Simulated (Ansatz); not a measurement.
## How the smallest direct gap on the k points sampled of antifluorite Mg2Si moves with the method

No measured value is used here.

Put these levels in order of the smallest direct gap on the k points sampled that they give for antifluorite Mg2Si, smallest first: G0W0@PBEsol (Ansatz, a first-principles code), PBE (Ansatz), PBE0 (Ansatz).

PBE (1.89 eV), G0W0@PBEsol (2.35 eV), PBE0 (3.11 eV)

Computed values are for a static lattice.  A ± on a computed value is a rough bar: the spread of its extrapolation, a floor set from checks against published values, or a statistical error. Values are at the measured cell. Cutoffs and k meshes differ between the levels. Ansatz's density-functional and Hartree–Fock values are scalar-relativistic unless marked +SOC, with PAW data made under PBE.
